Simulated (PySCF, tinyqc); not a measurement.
Ways to converge the cycle: SCF convergence aids in the sto-3g basis, for N2, spin multiplicity 1. Computed by the program tinyqc with PySCF. 

Geometry (angstrom):

| atom | x | y | z |
|---|---|---|---|
| N | 0.0000 | 0.0000 | 0.0000 |
| N | 0.0000 | 0.0000 | 1.4450 |

lowest restricted solution found by these runs and by PySCF = -107.321341 hartree

RHF with one setting changed at a time; a run stops when the energy changes by less than 1e-09 hartree and the error matrix is below 1e-5. The start is the core Hamiltonian. Damping d keeps d of the old density; a shift (hartree) raises the virtual levels; DIIS n extrapolates F over n matrices.

Largest element of the error matrix X^T (FDS - SDF) X:

| iteration | plain | damping 0.3 | damping 0.6 | shift 0.4 | DIIS 3 | DIIS 8 |
|---|---|---|---|---|---|---|
| 1 | 7.9e-01 | 7.9e-01 | 7.9e-01 | 7.9e-01 | 7.9e-01 | 7.9e-01 |
| 2 | 1.6e-01 | 4.0e-01 | 5.9e-01 | 5.2e-01 | 1.6e-01 | 1.6e-01 |
| 3 | 2.3e-02 | 1.6e-01 | 4.2e-01 | 1.9e-01 | 2.0e-02 | 2.0e-02 |
| 4 | 4.1e-03 | 6.3e-02 | 2.8e-01 | 6.7e-02 | 1.2e-03 | 1.2e-03 |
| 5 | 6.6e-04 | 2.5e-02 | 1.9e-01 | 2.4e-02 | 3.0e-04 | 2.9e-04 |
| 6 | 2.1e-04 | 9.7e-03 | 1.2e-01 | 8.4e-03 | 1.9e-05 | 5.8e-06 |
| 8 | 2.4e-05 | 1.5e-03 | 5.2e-02 | 1.1e-03 | - | - |
| 10 | - | 2.4e-04 | 2.2e-02 | 1.3e-04 | - | - |
| 14 | - | 1.4e-05 | 3.9e-03 | - | - | - |
| 20 | - | 3.3e-07 | 3.0e-04 | - | - | - |
| 30 | - | - | 5.6e-06 | - | - | - |

How each run ends:

| run | iterations | E (hartree) | state |
|---|---|---|---|
| plain | 9 | -106.959631 | higher |
| damping 0.3 | 20 | -106.959631 | higher |
| damping 0.6 | 43 | -106.959631 | higher |
| shift 0.4 | 13 | -106.959631 | higher |
| DIIS 3 | 7 | -106.959631 | higher |
| DIIS 8 | 7 | -106.959631 | higher |

No run reaches the lowest restricted solution found. Ending on a higher stationary point: plain, damping 0.3, damping 0.6, shift 0.4, DIIS 3, DIIS 8; a small error matrix cannot reveal that, and an occupation fixed by the start is kept by symmetry or by the shape of the basin. Plain steps already contract here, so damping only slows them. DIIS 3 and DIIS 8 gain by cancelling the error over several earlier matrices, much as a quasi-Newton step does. The restricted reference is unstable here: a spin-polarised solution lies 0.0773 hartree lower (PySCF), so results built on it describe a poor reference.
